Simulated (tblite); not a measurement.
System: H3N, singlet: map of symmetric stretch and umbrella angle. Scanned: N-H bond length and angle between the N-H bonds and the threefold axis (90 = planar).

Cartesian coordinates as functions of the variables (Å; names that start with a are angles):
```
N  0  0  0
H  r*sin(a)*cos(0*2*pi/3+0)  r*sin(a)*sin(0*2*pi/3+0)  0+r*cos(a)
H  r*sin(a)*cos(1*2*pi/3+0)  r*sin(a)*sin(1*2*pi/3+0)  0+r*cos(a)
H  r*sin(a)*cos(2*2*pi/3+0)  r*sin(a)*sin(2*2*pi/3+0)  0+r*cos(a)
```

Computed with GFN2-xTB, 300 K electronic temperature (tblite).

Energy in kcal/mol above the lowest grid point; x is the N-H bond length (Å), y the angle between the N-H bonds and the threefold axis (90 = planar) (°).

```
y \ x   0.89  0.95  0.99  1.04  1.09  1.14  1.19  1.23  1.26
------  ----  ----  ----  ----  ----  ----  ----  ----  ----
130     71.3  39.9  29.4  24.6  26.3  32.6  42.0  50.9  58.2
127.20  60.1  30.1  20.4  16.5  19.1  26.2  36.2  45.7  53.3
123.20  47.8  19.5  10.9   8.2  11.9  19.9  30.7  40.8  48.8
119.20  39.0  12.4   4.7   3.1   7.7  16.5  28.0  38.6  47.0
115.20  33.3   8.1   1.3   0.6   6.0  15.6  27.8  38.8  47.5
111.20  29.9   6.0   0.0   0.2   6.5  16.7  29.5  40.9  49.9
107.20  28.2   5.5   0.3   1.4   8.4  19.3  32.8  44.6  53.9
103.20  27.7   6.1   1.6   3.4  11.2  22.8  36.9  49.2  58.8
99.20   27.9   7.2   3.2   5.7  14.1  26.4  41.1  53.9  63.8
95.20   28.3   8.2   4.6   7.6  16.5  29.3  44.5  57.7  67.9
90      28.5   8.7   5.3   8.6  17.8  30.8  46.3  59.8  70.2
```

Points that lie below all their neighbours on the grid: x = 0.99, y = 111.20 (0.0 kcal/mol).
